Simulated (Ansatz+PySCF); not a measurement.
Results of a calculation; reference values are marked as such.
This PySCF input gave a total energy of -75.31706 hartree.

```python
from pyscf import gto, scf

mol = gto.M(atom="""
O 0.000000 0.000000 -0.117170
H 0.000000 0.000000 0.937370
""", basis='def2-svp', charge=0, spin=1)
mf = scf.UHF(mol)
mf.init_guess = '1e'
mf.kernel()
while True:  # follow internal instabilities
    mo, _, stable, _ = mf.stability(return_status=True)
    if stable: break
    mf.kernel(mf.make_rdm1(mo, mf.mo_occ))
print(mf.converged, mf.e_tot, mf.spin_square()[0])
```

Q: Write an input for Ansatz with the same method and basis set.

A:

```yaml
crystal:
  periodic: [false, false, false]
  atoms:
    - { symbol: O, position_ang: [0.0, 0.0, -0.11717] }
    - { symbol: H, position_ang: [0.0, 0.0, 0.93737] }
basis:
  gaussian: { orbitals: def2-SVP }
magnetization:
  spin_polarized: true
  initial_magnetization: 1
hamiltonian:
  xc: hf
```

Ansatz (development build ahead of 0.2.0) gave -75.31706 hartree, 0.00 meV from the first.
